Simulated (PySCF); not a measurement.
# Magnesium: a sound run and one with changed settings

Sound run: Mg [Ne] 3s2, Mg⁺ [Ne] 3s1. Computed with PySCF 2.14 in cc-pVDZ-DK, with the spin-free X2C one-electron Hamiltonian (Gaussian nucleus). In the sound run the correlated levels freeze [Ne]. The sound run starts from symmetry-adapted Hartree-Fock orbitals and uses a fine grid where one is needed.

Changed run: basis STO-3G, all-electron and non-relativistic. This setting is unsound on purpose.

```csv
species,method,sound run (hartree),changed run (hartree),converged
Mg,UHF,-199.91418,-197.00735,yes
Mg,BP86,-200.39302,-197.45448,yes
Mg,M06-2X,-200.36349,-197.46661,yes
Mg,MP2,-199.93554,-197.02783,yes
Mg,CCSD(T),-199.94702,-197.04357,yes
Mg⁺,UHF,-199.67040,-196.96676,yes
Mg⁺,BP86,-200.10822,-197.34996,yes
Mg⁺,M06-2X,-200.07704,-197.37156,yes
```

Ionisation energy of Mg:

| method | sound run (eV) | changed run (eV) |
| --- | --- | --- |
| UHF | 6.634 | 1.105 |
| BP86 | 7.750 | 2.844 |
| M06-2X | 7.795 | 2.586 |
| MP2 | 7.215 | 1.662 |
| SCS-MP2 | 7.331 | 1.773 |
| CCSD | 7.527 | 2.090 |
| CCSD(T) | 7.527 | 2.090 |
| CCSDT | 7.527 | 2.090 |
| FCI | 7.527 | 2.090 |

A minimal basis cannot let orbitals breathe on ionisation and holds almost no correlation. The Hamiltonian changed with the basis, so the totals do not compare.

For comparison, NIST gives 7.646 eV between the lowest levels.
